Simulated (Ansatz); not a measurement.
Ansatz (a program for electronic structure) input (HF/3-21G): The .json file is the Basis Set Exchange's 3-21G.

Ansatz 0.2 input:
```yaml
crystal:
  periodic: [false, false, false]
  atoms:
    - {symbol: C, position_ang: [1.37520399, 0.00973828, 0.01136552]}
    - {symbol: C, position_ang: [0.10395761, 0.46025297, -0.00233845]}
    - {symbol: H, position_ang: [2.07025963, 0.89238624, 0.01100209]}
    - {symbol: H, position_ang: [-0.21285702, 1.50865985, -0.01226791]}
    - {symbol: C, position_ang: [-1.09200492, -0.49493668, -0.00563471]}
    - {symbol: H, position_ang: [-0.70770379, -1.50988223, 0.00462298]}
    - {symbol: H, position_ang: [-1.74361488, -0.36463938, 0.86564654]}
    - {symbol: H, position_ang: [-1.72902398, -0.37685184, -0.88935786]}
basis:
  gaussian:
    orbitals: 3-21G.json
hamiltonian:
  xc: {name: HF}
total_charge: -1
phonons: {temperatures: {t_min: 298.15, t_max: 298.15, t_step: 100}}
```

Problem. Which harmonic wavenumbers does it give?

Solution. 242, 500, 649, 913, 1090, 1119, 1181, 1298, 1463, 1511, 1637, 1664, 1686, 2762, 3031, 3076, 3080, 3224 cm⁻¹ (unscaled; negative means imaginary).
